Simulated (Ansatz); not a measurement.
## Active spaces for CH2S, singlet

Program: Ansatz, Gaussian basis, development build. Basis cc-pVDZ, nonrelativistic, 6 orbitals frozen in the corrections. State-specific CASSCF; RHF is the lowest restricted (open-shell) Hartree–Fock solution met. No symmetry is imposed, so a solution can break that of the shape. No proof that the lowest CASSCF solution was found.

Geometry:

```xyz
4

C     0.0000    0.0000   -1.1034
S     0.0000    0.0000    0.6315
H     0.0000   -1.0041   -1.7418
H     0.0000    1.0041   -1.7418
```

**Question.** What do CASSCF and its corrections give against RHF in CAS(4,3), and what are the occupations?

**Answer.** CASSCF -0.970 eV, SC-NEVPT2 -7.576 eV; occupations 2.00, 1.85, 0.15.
